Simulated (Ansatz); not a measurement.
Consider the homolysis of the B–Si bond: `OB[SiH3]` → `[BH]O`• + `[SiH3]`•.

Program: Ansatz. Geometries: PBE0-D4/def2-TZVP. ΔE: electronic, gas phase. CCSD(T)/CBS is the MP2 limit (def2-TZVPP, def2-QZVPP) plus CCSD(T) − MP2 in def2-TZVPP, frozen cores. This one scheme is used for every species. Functionals use def2-TZVPP. B3LYP here is the variant with VWN-RPA as its local correlation; programs differ in this. Open shells (•) are unrestricted, without spin–orbit coupling. One conformer a species, not always the lowest.

(1) What is ΔE at CCSD(T)/CBS? (Best estimate.)

(2) What do these levels give: r2SCAN-D4, PBE0-D4, B3LYP-D4, revPBE, CCSD/def2-SVP, CCSD(T)/def2-SVP? (Best estimate.)

(3) What do rigid-rotor, harmonic-oscillator terms from PBE0-D4/def2-TZVP frequencies (298.15 K, 1 bar) make of the CCSD(T)/CBS value? (Best estimate.)

Largest T1 diagnostic among the species: 0.016.

## Answers

(1) The calculation gave: +364.3 kJ/mol.

(2) The calculation gave: r2SCAN-D4 334.2, PBE0-D4 350.0, B3LYP-D4 347.7, revPBE 327.6, CCSD/def2-SVP 340.9, CCSD(T)/def2-SVP 345.2 kJ/mol.

(3) Ansatz gave: ΔZPE = -17.6 kJ/mol, ΔH = +351.5 kJ/mol, ΔS = 152 J/(mol·K), ΔG = +306.1 kJ/mol. Open shells count their whole term as degenerate.

In def2-TZVPP, CCSD(T) changes the Hartree–Fock value by +92.8 kJ/mol (the triples alone add +6.0 kJ/mol) and MP2 by +91.5 kJ/mol; breaking electron pairs costs correlation energy, which Hartree–Fock lacks. Leaving LDA and LC-ωPBE aside and taking each functional with its dispersion term where it has one, the values, not all of them listed here, spread over 34.7 kJ/mol, from r2SCANh-D4 to ωB97X-V. LDA lies +49.2 kJ/mol from PBE without D4, its usual overbinding.
